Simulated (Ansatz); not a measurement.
# How far each method lies from RCCSDT(Q) for CF4, singlet

Geometry: a PBE0/def2-TZVP stationary point for this spin, not checked as a minimum.

```yaml
atoms:
  - { symbol: C, position_ang: [0.0000, 0.0000, 0.0000] }
  - { symbol: F, position_ang: [0.7599, 0.7622, 0.7607] }
  - { symbol: F, position_ang: [-0.7632, -0.7584, 0.7611] }
  - { symbol: F, position_ang: [-0.7586, 0.7596, -0.7645] }
  - { symbol: F, position_ang: [0.7620, -0.7634, -0.7573] }
```

Basis cc-pVDZ; Ansatz 0.2.0. Correlated methods freeze the noble-gas cores, which leaves 32 electrons in 65 orbitals. Prefix R: restricted or restricted open-shell reference. Active spaces: frontier = (8e, 8o) about the gap.

Full CI isn't at hand for all of this; RCCSDT(Q) serves as the reference, and is uncertain by about the last step of the cluster series.

The UHF ⟨S²⟩ is 0.000. The T1 diagnostic (RCCSD) is 0.0106 and the largest doubles amplitude (RCCSD) is 0.019.

| level | E − E(RCCSDT(Q)) (kJ/mol) | share of correlation (%) | wall time |
| --- | --- | --- | --- |
| RHF | 2355.4 | 0.00 | – |
| RMP2 | 73.3 | 96.89 | – |
| RCCSD | 49.6 | 97.90 | – |
| RCCSD(T) | 6.0 | 99.75 | 15 s |
| BCCD(T) | 4.9 | 99.79 | 2.2 s |
| RCCSDT | 4.8 | 99.79 | – |
| CASSCF (frontier space) | 2098.2 | 10.92 | – |
| NEVPT2 (frontier space) | 100.0 | 95.76 | 7 s (H100) |
| MRCISD (frontier space) | 275.8 | 88.29 | – |
| MRCISD+Q (frontier space) | 54.6 | 97.68 | 8.5 s (H100) |

The correlation energy at RCCSDT(Q), counted from RHF, is -24.412 eV. That run took 65 s on 2 threads of AMD EPYC 7R13 with a shared H100 80 GB, shared host.

Times hold each run's SCF and search for its determinant on a shared host, so for small cases they say little of a method's own cost; rows without a card ran on 1 thread of AMD EPYC 7R13. Some runs computed forces too.

Atomization energy (electronic, same basis, no zero-point term; atoms at the same level, unrestricted beside the R rows where the molecule is a closed shell, with restricted open-shell steps beyond CCSDT(Q)) at RCCSDT(Q): 1813.2 kJ/mol. Errors of other levels:

```
   level  error (kJ/mol)
     RHF          -558.9
    RMP2           110.7
   RCCSD           -35.0
RCCSD(T)            -3.2
 BCCD(T)            -1.7
  RCCSDT            -3.6
```

This basis is far from its limit, so the value isn't to be set against a measured one.
